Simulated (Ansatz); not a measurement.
The inner images of a band of H + H5NSi (8 atoms, charge 0, multiplicity 2) are given out of order.

These are results of UKS PBE0-D4/def2-SVP in Ansatz, not measurements.

First end point:

```xyz
8
Properties=species:S:1:pos:R:3
H 1.030 -0.886 0.859
N 1.016 0.047 0.464
Si -0.213 0.456 -0.687
H -1.423 -2.094 1.395
H 1.296 0.732 1.157
H -1.612 0.598 -0.155
H 0.153 1.765 -1.307
H -0.247 -0.618 -1.726
```

Last end point:

```xyz
8
Properties=species:S:1:pos:R:3
H 0.222 -2.104 1.598
N 0.504 0.141 0.474
Si -0.246 0.813 -0.979
H 0.084 -2.760 1.967
H 0.870 0.878 1.092
H -1.508 1.514 -0.571
H 0.648 1.807 -1.656
H -0.574 -0.289 -1.924
```

**Question.** Put them in order from the first end to the last, with their energies above the first end.
A.
```xyz
8
Properties=species:S:1:pos:R:3
H 0.325 -1.267 1.011
N 0.875 -0.061 0.483
Si -0.237 0.520 -0.765
H -0.248 -1.786 1.386
H 0.851 0.512 1.335
H -1.578 0.974 -0.276
H 0.440 1.684 -1.417
H -0.427 -0.575 -1.757
```
B.
```xyz
8
Properties=species:S:1:pos:R:3
H 0.627 -1.008 0.832
N 0.792 -0.058 0.505
Si -0.241 0.534 -0.759
H -0.546 -2.125 1.612
H 0.979 0.545 1.301
H -1.619 0.959 -0.337
H 0.404 1.719 -1.400
H -0.395 -0.568 -1.755
```
C.
```xyz
8
Properties=species:S:1:pos:R:3
H 0.142 -1.965 1.439
N 0.784 0.219 0.479
Si -0.211 0.716 -0.893
H -0.214 -2.579 1.724
H 1.011 1.017 1.088
H -1.533 1.205 -0.383
H 0.444 1.830 -1.653
H -0.424 -0.444 -1.800
```
D.
```xyz
8
Properties=species:S:1:pos:R:3
H 0.207 -1.707 1.233
N 0.982 0.170 0.408
Si -0.204 0.617 -0.822
H -0.366 -2.121 1.528
H 0.928 0.767 1.244
H -1.535 1.021 -0.267
H 0.374 1.781 -1.567
H -0.385 -0.528 -1.758
```
E.
```xyz
8
Properties=species:S:1:pos:R:3
H 0.817 -0.942 0.825
N 0.899 0.000 0.460
Si -0.216 0.528 -0.756
H -1.057 -2.291 1.723
H 1.167 0.641 1.198
H -1.627 0.791 -0.306
H 0.298 1.805 -1.338
H -0.282 -0.531 -1.807
```

**Answer.** E (0.00 eV), B (+0.04 eV), A (+0.61 eV), D (+0.45 eV), C (+0.43 eV).

The run took 46 s on 2 threads of AMD EPYC 9R14 (Zen 4) (shared host), peak memory 0.15 GiB.
